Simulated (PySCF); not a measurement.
Compound: C₃H₃NS.
SMILES: `N#C[C@H]1SC1`

The closed-shell SCF was solved with PySCF and density fitting under several settings on one GFN2-xTB geometry (grid level 2 and gas phase unless stated).

```tsv
settings	basis functions	SCF cycles	E (Eh)	HOMO (eV)	LUMO (eV)	dipole (D)
CAM-B3LYP/def2-SVPD	131	12	-568.6959	-8.82	-0.13	3.83
PW91/pcSseg-1, damping 0.3 at the start, DIIS from the seventh cycle	107	21	-568.9152	-6.18	-2.14	3.66
PBE0/cc-pVDZ, IEF-PCM methanol, energy threshold 1e-08 Eh, fitting basis def2-universal-jkfit	89	9	-568.7031	-7.12	-0.74	4.59
```

Q: Estimate the rows for these settings: (1) PBE0/6-311+G(2d,p), grid level 4, start guess atom; (2) PBE0/pcSseg-1, start guess atom, fitting basis def2-qzvpp-jkfit.

A: 
```csv
settings,basis functions,SCF cycles,E (Eh),HOMO (eV),LUMO (eV),dipole (D)
"PBE0/6-311+G(2d,p), grid level 4, start guess atom",161,11,-568.7380,-7.44,-1.24,3.85
"PBE0/pcSseg-1, start guess atom, fitting basis def2-qzvpp-jkfit",107,11,-568.6409,-7.44,-1.12,3.78
```

Q: Over all rows, what range does the HOMO–LUMO gap span?

A: From 4.04 eV (PW91/pcSseg-1, damping 0.3 at the start, DIIS from the seventh cycle) to 8.69 eV (CAM-B3LYP/def2-SVPD). The functional of the narrowest has no exact exchange, that of the widest range-separated exact exchange.

Q: And the dipole moment?

A: From 3.66 D (PW91/pcSseg-1, damping 0.3 at the start, DIIS from the seventh cycle) to 4.59 D (PBE0/cc-pVDZ, IEF-PCM methanol, energy threshold 1e-08 Eh, fitting basis def2-universal-jkfit); the largest is 1.25 times the smallest, and the median is 3.83 D.

Q: Compare two rows with the functional PBE0: PBE0/6-311+G(2d,p), grid level 4, start guess atom and PBE0/pcSseg-1, start guess atom, fitting basis def2-qzvpp-jkfit. Which energy is lower, and by how much?

A: PBE0/6-311+G(2d,p), grid level 4, start guess atom (161 functions) lies 0.0971 Eh or 61 kcal/mol below PBE0/pcSseg-1, start guess atom, fitting basis def2-qzvpp-jkfit (107 functions).

Cycle counts include a coarse-grid stage where the run had one. All basis functions are spherical, in the Pople sets too. Geometry: GFN2-xTB; no vibrations or thermal averaging.
